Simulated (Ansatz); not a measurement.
**Exact exchange and the HOMO–LUMO gap of CF2**

CF2: 3 atoms, total charge 0, spin state singlet. As SMILES, `F[C]F`. Geometry: relaxed at PBE0-D4/def2-TZVP.

The HOMO–LUMO gap y, in eV, basis def2-TZVPP; a is the functional's share of exact exchange. Programs: Ansatz 0.2.0.

```
functional  program     a  y (eV)
      BLYP   Ansatz     0    3.69
    r2SCAN   Ansatz     0    4.27
     B3LYP   Ansatz   0.2    6.00
      PBE0   Ansatz  0.25    6.53
   r2SCAN0   Ansatz  0.25       ?
     BHLYP   Ansatz   0.5    9.51
```

Q: Fit y = c + s·a to the known rows and predict r2SCAN0.

A: 
1. Means of the 5 rows: a = 0.1900, y = 6.000.
2. Σ(Δa)² = 0.172, Σ(Δa·Δy) = 1.8875, so the slope is 1.8875/0.172 = 10.974.
3. Intercept: 6.000 − (10.974) × 0.1900 = 3.915. The largest residual of the fit is 0.35.
4. r2SCAN0: 3.915 + (10.974) × 0.25 = 6.66 eV.

The run gave 6.96 eV, so the prediction is off by -0.30 eV, within the scatter of the fit. Exact exchange lowers occupied levels and raises empty ones. The rows mix families of semi-local functionals, which the line can't see.
